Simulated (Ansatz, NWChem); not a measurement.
Ansatz → NWChem

This Ansatz 0.2.0 job computes doublet [BH3O2]+:

input.yaml:
```yaml
crystal:
  periodic: [false, false, false]
  atoms:
    - {symbol: O, position_ang: [-1.176200, -0.524500, -0.251800]}
    - {symbol: B, position_ang: [0.049500, 0.028100, -0.072900]}
    - {symbol: O, position_ang: [0.580600, -0.053800, 1.172500]}
    - {symbol: H, position_ang: [-1.494700, -0.433500, -1.150600]}
    - {symbol: H, position_ang: [0.637800, 0.565600, -0.976100]}
    - {symbol: H, position_ang: [1.445200, 0.354100, 1.232800]}
basis:
  gaussian: {orbitals: STO-3G}
total_charge: 1
magnetization: {spin_polarized: true, initial_magnetization: 1}
hamiltonian: {xc: hf}
accuracy: high
output: {orbitals: {seedname: orbitals}}
```

```bash
$ ansatz run input.yaml --threads 1 --pin off --max-ram 3480MiB --events-out events.jsonl --progress --plain --runs-dir runs
```

Geometry: relaxed at PBE0-D4/def2-TZVP. This is one conformer, not always the lowest. That shape belongs to the parent species and isn't relaxed for this state.

The reference is spin-contaminated (⟨S²⟩ = 0.96).

It gives a total energy of -173.596409 Eh.

Problem. Translate the job to NWChem 7.3.0 as an input file of the program's own.

Solution. This input was run:

bh3o2.nw:
```
start bh3o2
memory stack 880 mb heap 220 mb global 1100 mb
charge 1

geometry noautosym nocenter noautoz
O     -1.176200    -0.524500    -0.251800
B      0.049500     0.028100    -0.072900
O      0.580600    -0.053800     1.172500
H     -1.494700    -0.433500    -1.150600
H      0.637800     0.565600    -0.976100
H      1.445200     0.354100     1.232800
end

basis spherical bse
O library STO-3G
B library STO-3G
H library STO-3G
end

scf
nopen 1
uhf
thresh 1e-08
maxiter 80
end

task scf energy
```

```bash
$ nwchem bh3o2.nw > bh3o2.out
```

Its energy is -173.596409 Eh, the same as the first but for the last digit, at most.
